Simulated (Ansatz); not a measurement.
# Equilibrium lattice constant a of some III–V compounds

Method: rVV10 in Ansatz (PAW). References are measured values corrected to a static lattice or taken at low temperature (these still hold zero-point motion). The table is a random draw of 6 from 10 solids with such references.

Values in Å.

```tsv
solid	reference	rVV10	error (%)
wurtzite AlN	3.111	3.133	+0.71
cubic BN	3.593*	3.638	+1.25
zinc-blende BP	4.525*	4.565	+0.88
zinc-blende GaAs	5.64*	5.779	+2.46
zinc-blende InAs	6.047*	6.216	+2.79
zinc-blende AlP	5.451*	?	?
```

Problem. Estimate the withheld rVV10 value.

Solution. The errors of the other rows run from +0.71 % to +2.79 %, with a median of +1.25 %; carried to the reference 5.451 it gives 5.519 Å. The run gives 5.516 Å (+1.19 %); the row was picked among those where that median comes within half of the row's own error. Over these 6 solids the mean error is +1.55 %, the mean absolute error 1.55 % (median 1.22 %), and the worst case zinc-blende InAs at +2.79 %; the value is above the reference in 6 of 6 cases. Over all 10 the mean error is +1.77 % and the mean absolute error 1.77 % (median 1.69 %).

A star marks references brought to a static lattice; the others are low-temperature values that still hold zero-point motion, which matters most for light elements.

Spin–orbit coupling is left out, also for the solids with elements from indium on (zinc-blende InAs); its size isn't shown.

Differences are worked out from the printed values.

Caveats: the gap of the solid is closed in this run (zinc-blende GaAs, zinc-blende InAs). Ansatz's density-functional and Hartree–Fock values are scalar-relativistic unless marked +SOC, with PAW data made under PBE.

Not in this set, of the III–V compounds with a reference value in our tables and a result at some level: 4 for a reference at room or unstated temperature (zinc-blende BAs, wurtzite GaN, zinc-blende GaN, zinc-blende GaSb); 1 for a high-temperature or high-pressure phase (wurtzite BN). These can be a level's worst cases. At least 3 more with a reference value are held back for tests. Layered and molecular crystals are counted apart.

References as tabulated in Mejia-Rodriguez and Trickey (2018), arXiv:1807.09216; arXiv:1206.3780; Goldzak et al. (2022), arXiv:2208.04865.

Ansatz is a quantum-chemistry and plane-wave program.
